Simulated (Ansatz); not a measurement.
Results of the Gaussian-basis code of Ansatz.

Basis-set series for C3H5FO, SMILES `C/C=C(\O)F`. The species carries charge 0 and has multiplicity 1. Geometry: relaxed with PBE0-D4/def2-TZVP. It is one conformer, not always the lowest.

```tsv
functional	basis	functions	energy (Eh)	HOMO (eV)	LUMO (eV)
PBE0-D4	def2-TZVPP	225	-292.18421	-6.51	0.99
PBE0-D4	def2-QZVPP	435	-292.20001	-6.55	0.54
ωB97M-V	def2-TZVPP	225	-292.39379	-8.76	2.43
ωB97M-V	def2-QZVPP	435	-292.40891	-8.80	1.71
```

(1) Give the rows for def2-SVP. (Best estimate.)

Results:

(1) The calculation gave: 
| functional | basis | functions | energy (Eh) | HOMO (eV) | LUMO (eV) |
| --- | --- | --- | --- | --- | --- |
| PBE0-D4 | def2-SVP | 95 | -291.84265 | -6.38 | 1.54 |
| ωB97M-V | def2-SVP | 95 | -292.04096 | -8.61 | 3.32 |

Positive LUMOs are unbound and depend on the basis.
